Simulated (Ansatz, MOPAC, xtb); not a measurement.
# Li2 (lithium dimer): methods side by side

Li2, singlet, SMILES `[Li][Li]`. Each level relaxes the structure for itself.

Each level gives the harmonic wavenumber (cm⁻¹). The values are calculated.

**What was measured.** Huber and Herzberg, Constants of Diatomic Molecules gives the harmonic wavenumber of the gas as 351 cm⁻¹.

| level | kind | program | value (cm⁻¹) | computed − measured |
| --- | --- | --- | --- | --- |
| AM1 | semi-empirical | MOPAC | 491 | +140 |
| GFN1-xTB | semi-empirical | xtb | 463 | +112 |
| GFN2-xTB | semi-empirical | xtb | 388 | +37 |
| MNDOD | semi-empirical | MOPAC | 211 | -140 |
| HF/cc-pVTZ | Hartree–Fock | Ansatz | 339 | -12 |
| BLYP/cc-pVTZ | GGA | Ansatz | 336 | -15 |
| B2PLYP/cc-pVTZ | double hybrid | Ansatz | 346 | -5 |
| MP2/cc-pVTZ | perturbation theory | Ansatz | 343 | -8 |
| CCSD(T)/cc-pVTZ | coupled cluster or CI | Ansatz | 348 | -3 |

Nearest: CCSD(T)/cc-pVTZ (-3 cm⁻¹); farthest: MNDOD (-140 cm⁻¹). Computed less measured by kind, in cm⁻¹ (cc-pVTZ rows): semi-empirical -140 to +140; Hartree–Fock -12; GGA -15; double hybrid -5; perturbation theory -8; coupled cluster or CI -3. Harmonic and unscaled.
